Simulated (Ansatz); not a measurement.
Working through vertical spin-state energies of C₃H₇NS, SMILES CCNC=S

Computed with Ansatz 0.2.0 through its Python package.

Interactive session:
```pycon
>>> import ansatz as az
>>> geometry = (
...     az.Crystal.molecule()
...     .atom('C', [-1.2566, -0.3786, -0.7204])
...     .atom('C', [-0.1605, -0.861, 0.1094])
...     .atom('N', [0.487, 0.213, 0.7983])
...     .atom('C', [1.5713, 0.9947, 0.2468])
...     .atom('S', [2.1296, 2.2828, 1.0451])
...     .atom('H', [-0.9479, 0.3847, -1.4938])
...     .atom('H', [-1.7873, -1.1563, -1.236])
...     .atom('H', [-1.9987, 0.2095, -0.1173])
...     .atom('H', [0.5717, -1.3583, -0.4856])
...     .atom('H', [-0.5233, -1.5609, 0.8858])
...     .atom('H', [0.1599, 0.5106, 1.7382])
...     .atom('H', [1.8317, 0.6646, -0.7365])
... )
>>> model = (
...     geometry.calculation()
...     .basis(gaussian='def2-TZVP')
...     .functional('B3LYP')
... )
>>> found = {}
>>> for unpaired in [0, 2, 4]:
...     r = model.spin('collinear', total=unpaired).run().report
...     s = unpaired / 2
...     found[unpaired] = r['free_energy_ev']
...     print(f'2S+1 = {unpaired + 1}: E = {found[unpaired]:.5f} eV, <S^2> = {abs(r["mean_field"]["state"]["spin_squared"]):.3f} (pure state {s * (s + 1):.2f})')
...
2S+1 = 1: E = -15552.86701 eV, <S^2> = 0.000 (pure state 0.00)
2S+1 = 3: E = -15550.01396 eV, <S^2> = 2.009 (pure state 2.00)
2S+1 = 5: E = -15544.19591 eV, <S^2> = 6.010 (pure state 6.00)
>>> lowest = min(found, key=found.get)
>>> for unpaired, e in found.items():
...     print(f'multiplicity {unpaired + 1}: {23.060548 * (e - found[lowest]):.1f} kcal/mol above the lowest')
...
multiplicity 1: 0.0 kcal/mol above the lowest
multiplicity 3: 65.8 kcal/mol above the lowest
multiplicity 5: 200.0 kcal/mol above the lowest
```

In order: multiplicity 1 (+0.00 eV), multiplicity 3 (+2.85 eV) and multiplicity 5 (+8.67 eV), all at the one geometry.

What to keep in mind:
- Total energies depend on the basis set; only differences at equal settings carry meaning.
- The geometry is a force-field or estimated start, not a minimum of this method, and the basis set is short of its limit. All parts are taken at fixed geometry, without zero-point energy.
- b3lyp holds the VWN-RPA fit, as in Gaussian; the form of ORCA and Turbomole is b3lyp5.
- Timing: 86 s on 1 thread of Arm Neoverse V1 (shared host), peak memory 0.88 GiB.

(Lines on the test bed's own set-up are left out of the output.)
